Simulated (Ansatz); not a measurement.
# H₃NSSi (SMILES N[SiH]=S): single points off equilibrium

The task here is to estimate one member of a computed series from the others.

Computed with Ansatz 0.2.0, Gaussian basis. Level: single points in def2-TZVPP.

Cores are frozen in the correlated methods.

## Where the work starts

6 atoms, charge 0, spin multiplicity 1.

Atoms are counted from 1 here; the program's logs count them from 0.

Bond lengths: N1–Si2 1.717 Å, N1–H4 1.010 Å, N1–H5 1.025 Å, Si2–S3 1.947 Å, Si2–H6 1.451 Å. Angles: Si2–N1–H4 119.6°, Si2–N1–H5 125.3°, H4–N1–H5 115.0°, N1–Si2–S3 123.9°, N1–Si2–H6 107.2°, S3–Si2–H6 128.6°.

Coordinates:

```
N    -0.6218    0.3521   -0.5812
Si    0.5357   -0.2592    0.5303
S     1.2110   -2.0852    0.5020
H    -0.8373    1.3388   -0.5853
H    -1.1061   -0.2004   -1.2963
H     0.9727    0.8551    1.3499
```

Set-up of the first run:

run/in.yaml reads:

```yaml
crystal:
  periodic: [false, false, false]
  atoms:
    - {symbol: N, position_ang: [-0.621778, 0.352141, -0.581153]}
    - {symbol: Si, position_ang: [0.535656, -0.259235, 0.530340]}
    - {symbol: S, position_ang: [1.210985, -2.085175, 0.502042]}
    - {symbol: H, position_ang: [-0.837265, 1.338761, -0.585326]}
    - {symbol: H, position_ang: [-1.106080, -0.200408, -1.296306]}
    - {symbol: H, position_ang: [0.972745, 0.855128, 1.349899]}
basis:
  gaussian: {orbitals: def2-TZVPP}
hamiltonian: {xc: pbe, dispersion: d4}
output: {forces: true}
```

Launch:

```sh
ansatz run in.yaml --threads 2 --pin off --events-out ev --progress --plain --max-ram 3481MiB
```

Steps of the session up to this table: PBE-D4/def2-TZVPP; r2SCAN-D4/def2-TZVPP; PBE0-D4/def2-TZVPP; wB97M-V/def2-TZVPP; CCSD(T)/def2-TZVPP.

One of the session's tables, all rows but one given; the rest of the session is left out.

| method | RMS force component (eV/Å) | angle to CCSD(T) forces (°) | dipole (D) |
| --- | --- | --- | --- |
| PBE-D4 | 0.431 | 19.5 | 4.24 |
| r2SCAN-D4 | 0.479 | 6.9 | 4.41 |
| PBE0-D4 | ? | ? | ? |
| wB97M-V | 0.481 | 12.9 | 4.44 |
| CCSD(T) | 0.450 | reference | 4.29 |

Estimate the missing values for PBE0-D4.

**Answer.** RMS force component (eV/Å): 0.513; angle to CCSD(T) forces (°): 9.4; dipole (D): 4.41. In the column «RMS force component (eV/Å)» it is the highest.

To keep in mind: CCSD(T) in triple zeta still lacks some correlation energy of the bonds, so part of these gaps is its own basis error and they don't rank the functionals.
